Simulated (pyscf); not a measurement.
Four-centre exchange: ZnH₂ (SMILES [ZnH2]) + H₃C–OH (SMILES CO) → H₃C–O–ZnH (SMILES C[O][ZnH]) + H₂ (SMILES [H][H])

Gas phase, singlet surface, charge 0. Bonds broken: Zn1–H2, O5–H9. Bonds formed: Zn1–O5, H2–H9. Optimised with ωB97X-D3(BJ)/def2-SVP in PySCF.

Transition state (Å):

```xyz
9

Zn    -1.0845    -1.0069     0.6794
H     -0.2669     0.4077     1.6455
H     -1.3413    -2.5169     0.8112
C     -0.6103     0.9238    -1.5774
O     -1.2118     0.6593    -0.3356
H     -0.8081     1.9642    -1.8902
H      0.4898     0.7844    -1.5516
H     -1.0154     0.2561    -2.3593
H     -0.5741     0.7966     0.7721
```

One imaginary mode, 1210i cm⁻¹; descent along it reached the two sides named, in the forms told below.

```csv
bond,change,reactant side (Å),saddle,product side
Zn1–H2,breaks,1.570,1.898,3.5
O5–H9,breaks,0.964,1.285,2.387
Zn1–O5,forms,2.172,1.955,1.778
H2–H9,forms,3.0,1.004,0.763
```

Electronic energies relative to the separated reactants (kcal/mol):

| level | barrier | reaction energy | reverse barrier |
|---|---|---|---|
| ωB97X-D3(BJ)/def2-TZVP | 15.5 | -5.8 | 21.3 |
| PBE/def2-TZVP | 12.9 | -5.5 | 18.4 |
| r²SCAN/def2-TZVP | 11.9 | -7.0 | 18.9 |
| B3LYP-D3(BJ)/def2-TZVP | 15.3 | -6.0 | 21.4 |
| PBE0-D3(BJ)/def2-TZVP | 14.2 | -4.2 | 18.4 |
| M06-2X/def2-TZVP | 12.9 | -7.7 | 20.6 |
| ωB97M-D3(BJ)/def2-TZVP | 17.1 | -3.8 | 20.9 |
| HF/def2-TZVP | 28.1 | -1.2 | 29.3 |

With ωB97M-D3(BJ)/def2-TZVP energies and thermal terms (ideal gas, 1 atm, RRHO with modes under 100 cm⁻¹ raised to 100, one conformer, R ln 2 for chiral ones without a mode under 150 cm⁻¹), in kcal/mol:

```tsv
T (K)	ΔH‡	ΔG‡	ΔH	ΔG
298	14.7	23.7	-6.5	-5.8
600	14.9	32.8	-5.6	-5.4
900	15.3	41.6	-5.0	-5.5
1200	15.9	50.3	-4.6	-5.7
```

On the reactant side the descent ends in an adduct with a O–Zn contact (not fully relaxed), 10.5 kcal/mol under the separated species and 26.0 kcal/mol under the saddle at ωB97X-D3(BJ)/def2-TZVP. What is counted as formed (O–Zn) is already present as a longer contact in the reactant adduct; forming that adduct is a step of its own. At the saddle there is also a short H–Zn contact that neither side keeps. One saddle was located; it need not be the lowest between these sides. Elements up to Kr have no core potential and no relativistic terms here.
